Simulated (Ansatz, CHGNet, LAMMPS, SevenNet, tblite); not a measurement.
## Zinc-blende GaAs, zone-centre TO phonon frequency

Reference value: 271 cm⁻¹ (measured, temperature not stated, not corrected to a static lattice, sources range from 268 to 271; as tabulated in Han and Bester (2011), arXiv:1107.0196).

```json
[
 {"level (code)": "BOP GaAs.bop.table (LAMMPS)", "value (cm⁻¹)": "306", "cell (Å³/atom)": "22.71"},
 {"level (code)": "GFN2-xTB (tblite)", "value (cm⁻¹)": "(withheld)", "cell (Å³/atom)": "27.62"},
 {"level (code)": "CHGNet-r²SCAN (CHGNet)", "value (cm⁻¹)": "75", "cell (Å³/atom)": "22.75"},
 {"level (code)": "SevenNet-0 (SevenNet)", "value (cm⁻¹)": "217", "cell (Å³/atom)": "23.78"},
 {"level (code)": "SevenNet-l3i5 (SevenNet)", "value (cm⁻¹)": "213", "cell (Å³/atom)": "23.80"},
 {"level (code)": "LDA (Ansatz)", "value (cm⁻¹)": "(withheld)", "cell (Å³/atom)": "21.99"},
 {"level (code)": "PBE (Ansatz)", "value (cm⁻¹)": "252", "cell (Å³/atom)": "23.70"},
 {"level (code)": "PBE-D3(BJ) (Ansatz)", "value (cm⁻¹)": "(withheld)", "cell (Å³/atom)": "22.85"},
 {"level (code)": "r²SCAN (Ansatz)", "value (cm⁻¹)": "265", "cell (Å³/atom)": "22.75"}
]
```

Problem. What belongs in the gaps?

Solution. 
- GFN2-xTB (tblite), value (cm⁻¹): 166
- LDA (Ansatz, an electronic-structure program), value (cm⁻¹): 269
- PBE-D3(BJ) (Ansatz), value (cm⁻¹): 263

Differences against the reference: BOP GaAs.bop.table +12.9 %, GFN2-xTB -39 %, CHGNet-r²SCAN -72 %, SevenNet-0 -19.9 %, SevenNet-l3i5 -21 %, LDA -0.7 %, PBE -7.0 %, PBE-D3(BJ) -3.0 %, r²SCAN -2.2 %.

Leaving aside BOP GaAs.bop.table, which can be fitted to such values or carry a doubt: Nearest, and too close to rank with a margin of 3.0 % (twice that across the reference) picked here for doubts on the reference and the settings, and for temperature and zero-point motion: LDA (-0.7 %), r²SCAN (-2.2 %), PBE-D3(BJ) (-3.0 %). CHGNet-r²SCAN (-72 %) misses by most. Within 10 %: LDA, PBE, PBE-D3(BJ), r²SCAN.

The reference has no zero-point or thermal correction, while the calculations are for a static lattice, so the differences are not the levels' errors alone.  GFN2-xTB: the method was fitted mainly to molecules. GFN2-xTB: the run uses a supercell at the zone centre in place of a k mesh. PBE-D3(BJ): the dispersion coefficients are held fixed in the derivatives. Each level is taken at its own relaxed cell. Cutoffs and k meshes differ between the levels. Ansatz's density-functional and Hartree–Fock values are scalar-relativistic unless marked +SOC, with PAW data made under PBE.

Empirical potentials (BOP GaAs.bop.table) are fitted to chosen data, which need not cover the solid at hand: agreement can be built in, and what lay outside the fit can be far off. Machine-learned potentials (CHGNet-r²SCAN, SevenNet-0, SevenNet-l3i5) are trained on DFT data, which may include these solids.

Differences are worked out from the printed values.
